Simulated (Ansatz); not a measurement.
Consider the silylene loss: `[SiH3]N[SiH3]` → `N[SiH3]` + `[SiH2]`.

Isolated molecules relaxed with PBE0-D4/def2-TZVP in Ansatz; ΔE leaves out vibrations. CCSD(T)/CBS is extrapolated from def2-TZVPP and def2-QZVPP, frozen cores. DFT in def2-TZVPP. B3LYP here is the variant with VWN-RPA as its local correlation; programs differ in this. HSE06 is defined as in plane-wave codes.

```
             level  ΔE (kcal/mol)  difference from CCSD(T)/CBS
          B3LYP-D4           68.3                         -2.0
            revPBE           62.4                         -7.9
             HSE06           69.3                         -1.0
             BHLYP           68.9                         -1.4
      MP2/def2-SVP           71.0                          0.7
     CCSD/def2-SVP           65.0                         -5.3
  CCSD(T)/def2-SVP           65.7                         -4.6
SCS-MP2/def2-TZVPP           70.6                          0.3
     HF/def2-QZVPP           67.2                         -3.1
   MP2/cc-pV(D+d)Z           69.7                         -0.6
       CCSD(T)/CBS           70.3                            0
```

Largest T1 diagnostic among the species: 0.014.

From PBE to PBE0 (25 % exact exchange), in def2-TZVPP and without D4, ΔE moves by +3.0 kcal/mol. Leaving LDA and LC-ωPBE aside and taking each functional with its dispersion term where it has one, the values, not all of them listed here, spread over 8.8 kcal/mol, from BLYP-D4 to r2SCAN0-D4. LDA lies +8.4 kcal/mol from PBE without D4.
